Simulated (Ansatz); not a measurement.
Basis-set series for C2H5FS (`CSCF`). Charge 0, multiplicity 1. The structure was optimised at the PBE0-D4/def2-TZVP level. It is one conformer, not always the lowest.

```
functional       basis  functions  energy (Eh)  HOMO (eV)  LUMO (eV)
   PBE0-D4    def2-SVP         85   -576.65334      -6.82       1.44
   PBE0-D4  def2-QZVPP        391   -577.03081      -6.97       0.48
   ωB97M-V    def2-SVP         85   -576.87913      -9.03       3.45
   ωB97M-V  def2-QZVPP        391   -577.26323      -9.21       1.85
```

Q: Give the rows for def2-TZVPP. (An estimate is asked.)

A: Ansatz gave: 
```
functional       basis  functions  energy (Eh)  HOMO (eV)  LUMO (eV)
   PBE0-D4  def2-TZVPP        205   -577.00861      -6.93       0.79
   ωB97M-V  def2-TZVPP        205   -577.24171      -9.16       2.62
```

Positive LUMOs are unbound and depend on the basis.
